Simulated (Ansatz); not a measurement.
# HB–CH2, triplet in cc-pVDZ: errors against UCCSDT(Q)

Geometry: displaced at random from a stationary point.

```xyz
5

B     0.0045   -0.1600    0.8330
C     0.0037    0.0596   -0.6707
H     0.0517    0.6937    1.6555
H    -0.0511    1.0494   -1.1362
H    -0.0935   -0.7368   -1.4617
```

Basis cc-pVDZ; Ansatz 0.2.0. Only valence electrons are correlated (noble-gas cores frozen), which leaves 10 electrons in 41 orbitals. Prefix R: restricted or restricted open-shell reference; prefix U: unrestricted.

Full CI isn't at hand for all of this; UCCSDT(Q) serves as the reference, and is uncertain by about the last step of the cluster series. The frozen core follows each run's orbitals, which can shift R against U totals by a few meV.

For open shells CISD is restricted-active-space CI with the open shells as a complete middle space.

```
UHF ⟨S²⟩                          : 2.007
T1 diagnostic (RCCSD)             : 0.0149
largest doubles amplitude (RCCSD) : 0.027
T1 diagnostic (UCCSD)             : 0.0129
```

| level | E − E(RHF) (eV) |
| --- | --- |
| UHF | -0.0876 |
| RMP2 | -4.8885 |
| UMP2 | -4.8797 |
| RCCSD | -5.7673 |
| UCCSD | -5.7691 |
| RCCSD(T) | -5.9029 |
| UCCSD(T) | -5.9033 |

Problem. Estimate how far UCCSDT(Q) in cc-pVDZ lies from RCCSD(T). The table doesn't fix it; the size of (T) and the diagnostics are the guide.

Solution. UCCSDT(Q) in cc-pVDZ lies 1.08 mEh below RCCSD(T), which is 22 % of the (T) step (-4.98 mEh). The diagnostics are small and one determinant leads, so the series closes fast and only a small part of (T) is left.

The other levels:

| level | E − E(UCCSDT(Q)) (mEh) | share of correlation (%) | wall time |
| --- | --- | --- | --- |
| CISD | 18.33 | 91.59 | 5 s |
| BCCD(T) | 1.07 | 99.51 | 6.5 s |
| RCCSDT | 0.26 | 99.88 | – |
| UCCSDT | 0.23 | 99.89 | – |
| RCCSDT(Q) | 0.03 | 99.99 | 1.8 min |

The correlation energy at UCCSDT(Q), counted from RHF, is -5.932 eV. That run took 99 s on 1 thread of AMD EPYC, shared host.

Times hold each run's SCF and search for its determinant on a shared host, so for small cases they say little of a method's own cost; they ran on 1 thread of AMD EPYC.
